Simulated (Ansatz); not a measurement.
Zinc-blende BeTe was calculated with PBEsol in Ansatz (plane waves, PAW).

Numerical settings: plane-wave cutoff 520 eV, 10×10×10 k mesh, scalar-relativistic PAW data made under PBE.

Computed at the level's own relaxed cell.

Elastic tensor (GPa, Voigt notation, ions relaxed):

```
  100.3    40.3    40.3     0.0     0.0     0.0
   40.3   100.3    40.3     0.0     0.0     0.0
   40.3    40.3   100.3     0.0     0.0     0.0
    0.0     0.0     0.0    50.5     0.0     0.0
    0.0     0.0     0.0     0.0    50.5     0.0
    0.0     0.0     0.0     0.0     0.0    50.5
```

**Question.** Work out the Voigt, Reuss and Hill averages of the bulk and shear moduli, Young's modulus and Poisson's ratio from the printed constants.

**Answer.** K_V = [C11 + C22 + C33 + 2(C12 + C13 + C23)]/9 = [300.9 + 2 × 120.9]/9 = 60.3 GPa. G_V = [300.9 − 120.9 + 3 × 151.5]/15 = 42.3 GPa. From the compliances S = C⁻¹, K_R = 60.3 and G_R = 39.7 GPa. Hill means: K = 60.3, G = 41.0 GPa. E = 9KG/(3K + G) = 100 GPa, ν = (3K − 2G)/(6K + 2G) = 0.22, K/G = 1.47.

Computed values are for the static lattice.

Ansatz is a first-principles code.
